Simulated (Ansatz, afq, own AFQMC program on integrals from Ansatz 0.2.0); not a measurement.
## Atomization energy of Ge$_{2}$H$_{6}$O, singlet

```yaml
atoms:
  - { symbol: Ge, position_ang: [-0.7178, 1.0882, -0.9394] }
  - { symbol: O, position_ang: [0.6969, 0.2009, -0.3332] }
  - { symbol: Ge, position_ang: [0.8168, -1.0747, 0.8974] }
  - { symbol: H, position_ang: [-1.7211, 0.0919, -1.5579] }
  - { symbol: H, position_ang: [-0.1802, 2.0610, -1.9986] }
  - { symbol: H, position_ang: [-1.3840, 1.8487, 0.2266] }
  - { symbol: H, position_ang: [2.3053, -1.4427, 0.9760] }
  - { symbol: H, position_ang: [-0.0336, -2.2872, 0.4629] }
  - { symbol: H, position_ang: [0.3061, -0.5324, 2.2490] }
```

Atoms in their ground-state spins without spin–orbit coupling (mostly on UHF) minus the molecule (RHF), without zero-point energy. The geometry is a stationary point, not shown to be a minimum.

Basis def2-TZVP. Only valence electrons are correlated. Ansatz 0.2.0 and our own AFQMC program on the same integrals; the CISD trial comes from CCSD amplitudes, and released means the phaseless constraint is let go. Uncertainties: one standard error, sampling alone. No spin–orbit coupling. The errors of all members are added in quadrature.

No full CI on the walks' own integrals is used here. The released AFQMC energy serves as the reference, which it does only where one determinant dominates, the energy is flat over the last release times and near the phaseless one (40 meV or 2 meV an electron, half that with transition metals). On small molecules, where full CI could be run and the noise was under 10 meV, such values lay within 10 meV of it in 19 cases of 20, a flattering rate, since the rule was set on those same cases; what remains of the bias isn't in the error bar. Each member takes its own surest rung, up to full CI.

The best estimate is CCSD(T) at the basis-set limit (CBS: def2-TZVPP and def2-QZVPP, with their diffuse functions for anions and beside diffuse sets, CCSD(T) itself extrapolated) plus the step from CCSD(T) to AFQMC with the constraint released in def2-TZVP. Rows without CBS are in def2-TZVP; B2PLYP and the wave-function rows carry a basis error of their own. Core correlation and relativity beyond core potentials are missing, and ± holds the sampling alone.

Cautions: inner d shell frozen; no relativity below Rb; no spin-orbit coupling; Ge₂H₆O (singlet): the released value is read at 0.99 1/Eh with a noise of 14 meV, more than in the cases checked, later times being too noisy (meV from the phaseless value at times in 1/Eh: -10 ± 5 at 0.24, -6 ± 8 at 0.51, -4 ± 14 at 0.99, 3 ± 16 at 1.50); other spins of the molecule weren't checked.

Best estimate: 26.513 ± 0.014 eV.

| level | atomization energy (eV) | error against the best estimate (eV) |
| --- | --- | --- |
| HF | 18.944 | -7.570 ± 0.014 |
| MP2 | 25.269 | -1.244 ± 0.014 |
| CCSD | 25.127 | -1.386 ± 0.014 |
| CCSD(T) | 25.408 | -1.105 ± 0.014 |
| ph-AFQMC/CISD | 25.438 ± 0.008 | -1.076 ± 0.016 |
| released AFQMC | 25.437 ± 0.015 | -1.077 |
| HF/CBS | 19.007 | -7.507 ± 0.014 |
| MP2/CBS | 26.435 | -0.079 ± 0.014 |
| CCSD(T)/CBS | 26.496 | -0.018 ± 0.014 |
| PBE | 25.833 | -0.680 ± 0.014 |
| r2SCAN | 26.294 | -0.219 ± 0.014 |
| PBE0 | 25.612 | -0.901 ± 0.014 |
| B3LYP | 25.849 | -0.664 ± 0.014 |
| wB97M-V | 26.133 | -0.381 ± 0.014 |
| B2PLYP | 25.755 | -0.758 ± 0.014 |

Correlation beyond CCSD(T) changes it by less than twice the noise. Going to the basis-set limit adds 1.088 eV at CCSD(T). The perturbative (T) step is worth +0.281 eV.

Best estimates are given only where the step beyond CCSD(T) is under 0.3 eV and no member's determinant is very poor (T1 over 0.05, or 0.07 for open shells, ⟨S²⟩ too high by 0.3, two states mixed), so the hardest cases are missing from such tables.

The functionals ran in a triple-zeta set and keep a basis error of their own, a few kJ/mol for each bond in atomization energies and more for double hybrids, so close places among them and the extrapolated levels can swap.

Each member of a difference takes its own highest rung, so a best estimate needn't equal the limit plus the step of one row. Released energies are given only where the last usable release times agree within the noise; a slower fall can still hide under it.
